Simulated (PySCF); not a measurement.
hydrogen isocyanide (CHN), SMILES [C-]#[NH+]. The structure is a stationary point at B3LYP-D3(BJ)/def2-TZVPD.

TDA-ωB97X/def2-TZVPD in PySCF puts the lowest singlet excitations at 8.51, 8.51, 8.53, 8.82, 8.82, 9.79 eV and the lowest triplet (TDA) at 6.10 eV.

Q: What are the lowest singlet roots from EOM-CCSD/aug-cc-pVDZ (PySCF 2.14.0)? (Estimate from the structure and the level; the computed values follow.)

A: 8.33, 8.33, 8.50, 8.93, 9.92, 10.04 eV; triplets 6.17, 6.17, 7.24 eV. S1 differs by -0.18 eV (second minus first; roots are paired by order, and the bases may differ).
